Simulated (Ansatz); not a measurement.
A run of Ansatz (development build ahead of 0.2.0) on doublet Al₂B at this shape:

```xyz
3

B     0.0000    0.0000    0.0000
Al    0.0000    2.5725    1.4852
Al    0.0000   -2.5725    1.4852
```

Its results:

```json
{"Converged": "yes", "Total energy": "-509.39214 hartree", "Spin squared of the determinant": "0.750", "Stability test": "minimum among restricted orbitals"}
```

(1) Which input gives this output? Name the method, the orbitals and the basis set, and write the input.

Results:

(1) r²SCAN (restricted open-shell) in pcseg-2.

```yaml
crystal:
  periodic: [false, false, false]
  atoms:
    - { symbol: B, position_ang: [0.0, 0.0, 0.0] }
    - { symbol: Al, position_ang: [0.0, 2.5725, 1.4852] }
    - { symbol: Al, position_ang: [0.0, -2.5725, 1.4852] }
basis:
  gaussian: { orbitals: pcseg-2 }
magnetization:
  initial_magnetization: 1
hamiltonian:
  xc: r2scan
```

Caution: stretched shape with no unrestricted run beside it, a lower state can exist.
